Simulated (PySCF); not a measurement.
Isomers of C4H7N, one GFN2-xTB conformer each. Single-point energies are computed at PBE0/pcSseg-1 (PySCF, gas phase, no added dispersion term), electronic only.

Task: Rank them by PBE0/pcSseg-1 energy, lowest first (kJ/mol).
A. `[CH2:1]=[C:2]=[CH:3][CH2:4][NH2:5]` with C2–C3–C4–N5 -112°, C3–C4–N5–H 61° and -57°
B. `[CH2:1]=[CH:2][CH2:3][N:4]=[CH2:5]` with C1–C2–C3–N4 131°, C2–C3–N4–C5 -122°

Result: B (0.0), A (29.9).

As drawn, the lower has a C=N bond, which the higher lacks; the higher has cumulated double bonds and an N–H bond, which the lower lacks. GFN2-xTB itself gives, in the same order: 0.0, 50.9. Both levels put the same isomer lowest.

Task: Which frontier levels, dipoles and rotational constants go with these structures?

Result: 
```tsv
SMILES	HOMO (eV, PBE0/pcSseg-1)	LUMO (eV)	dipole (D)	A, B, C (MHz)
C=CCN=C	-7.31	-0.29	1.39	16488, 2703, 2622
C=C=CCN	-6.72	0.31	1.06	17401, 2398, 2328
```
